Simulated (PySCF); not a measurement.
# Exact simulation of a proton spin system

Molecule: `O=C(O)/C=C/F`, C₃H₃FO₂.

Bonds (- single, = double, # triple, : aromatic): O1=C2 1.207 Å, C2-O3 1.340 Å, C2-C4 1.472 Å, C4=C5 1.334 Å, C5-F6 1.316 Å. O3 carries H7; C4 carries H8; C5 carries H9. Stereochemistry as in O=C(O)/C=C/F.

Theoretical values (PySCF 2.14): NMR shieldings at B97-2/pcSseg-2/GIAO, coordinates at the PBE0-D3(BJ)/def2-SVP level, spin–spin couplings from B3LYP/pcJ-1. A single conformation, in vacuum, no relativistic terms.

Shifts are taken against calculated references (same method and geometry level): TMS for 1H (σref 31.36).

Shifts (ppm): F6 -96.7, H8 5.86, H9 7.96.
Couplings (Hz): F6–H8: 12.0; F6–H9: 85.9; H8–H9: 12.6.

The 3-spin Hamiltonian (Zeeman plus full scalar coupling among like nuclei) was diagonalised exactly; lines are Lorentzian, 0.4 Hz wide, and the maxima above 3 % are listed with the tallest set to 100.

(1) Give the 1H peak list of this spin system at 60 MHz.

(2) And at 800 MHz?

(3) Among coupled protons with different shifts, which pair is furthest from first order, and how does the field change that?

Results:

(1) 
```
   Hz    ppm  height
527.1  8.785      69
514.5  8.575      81
441.4  7.357      65
428.8  7.147      86
363.7  6.061      81
351.5  5.858     100
351.1  5.852      87
338.9  5.647      65
```

(2) 
δ in ppm (height): 8.022 (90), 8.006 (91), 7.914 (90), 7.899 (91), 5.875 (91), 5.860 (100), 5.860 (100), 5.845 (90)

(3) H8 and H9: Δν/J is about 10.0 at 60 MHz (close to first order) and 133.3 at 800 MHz (close to first order). J in Hz doesn't depend on the field, while Δν in Hz grows in proportion to it.

Exchangeable OH/NH protons stand at their gas-phase positions; hydrogen bonding in a real sample shifts them, mostly to higher δ. Unscaled 3J(H,H) at this level run about 10 % above measured values.
